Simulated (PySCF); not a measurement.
H2N, SMILES [NH2] (connectivity only; charge and spin as stated), charge -1, multiplicity 1. Coordinates come from a r2SCAN-D4/def2-TZVPD optimisation. The spin state was assumed, not searched. The isomer is the one that the SMILES or the coordinates give; other isomers of the formula were not compared.

The numbers are results of r2SCAN-D4/def2-TZVPD run with PySCF, not measurements.

Harmonic wavenumbers (cm⁻¹): 1511, 3277, 3356. Rotational constants (GHz): 670.7, 395.6, 248.8; symmetry number 2.

Task: Work out the zero-point energy and the ideal-gas rigid-rotor harmonic-oscillator thermochemistry at 298.15 K and 1 atm.

Result: ZPE = ½ Σ hcν = ½ × 8144 cm⁻¹ = 48.71 kJ/mol. H − E(el) = 58.64 kJ/mol. Entropy in J/(mol K): translation 143.34, rotation 45.55, vibration 0.05, total 188.93. G − E(el) = 2.31 kJ/mol. Cp = 33.56 J/(mol K).
